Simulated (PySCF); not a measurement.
Numbering as in the mapped SMILES `[SH:1][c:2]1[cH:3][cH:4][cH:5][s:6]1`. Hydrogens are named by the atom that carries them.

Geometry: PBE0-D3(BJ)/def2-TZVP; GIAO shifts from PySCF 2.14, gas phase, non-relativistic, averaged over equivalent atoms.

At PBE0/pcSseg-2 (286 basis functions, 110 s wall time on 1 thread of an Intel Xeon Platinum 8259CL, shared host):
```csv
atoms,δ (ppm)
S6,289.4
S1,-72.3
C3,148.0
C5,142.7
C2,138.9
C4,135.8
H(C3),7.54
H(C5),7.53
H(C4),7.24
H(S1),3.65
```

Shifts are taken against calculated references (same method and geometry level): ³³S (σref 512.98) vs CS2; ¹³C (σref 186.03), ¹H (σref 31.52) against TMS.

What do these become at KT3/pcSseg-2?

Results:


```json
{"atoms": "S6", "δ at KT3/pcSseg-2": "271.6", "change": "-17.8"}
{"atoms": "S1", "δ at KT3/pcSseg-2": "-47.4", "change": "+24.9"}
{"atoms": "C3", "δ at KT3/pcSseg-2": "136.1", "change": "-11.9"}
{"atoms": "C5", "δ at KT3/pcSseg-2": "129.8", "change": "-12.9"}
{"atoms": "C2", "δ at KT3/pcSseg-2": "126.5", "change": "-12.4"}
{"atoms": "C4", "δ at KT3/pcSseg-2": "124.7", "change": "-11.1"}
{"atoms": "H(C3)", "δ at KT3/pcSseg-2": "7.36", "change": "-0.18"}
{"atoms": "H(C5)", "δ at KT3/pcSseg-2": "7.34", "change": "-0.19"}
{"atoms": "H(C4)", "δ at KT3/pcSseg-2": "7.12", "change": "-0.12"}
{"atoms": "H(S1)", "δ at KT3/pcSseg-2": "3.63", "change": "-0.02"}
```

Shifts are taken against calculated references (same method and geometry level): ³³S (535.12 ppm) vs CS2; ¹³C (183.24 ppm) and ¹H (31.63 ppm) vs TMS.

The largest change is at S1 (thiol sulfur). Cost: 286 basis functions, 110 s wall time on 1 thread of an Intel Xeon Platinum 8259CL, shared host. The order of the carbon signals is the same at both levels.
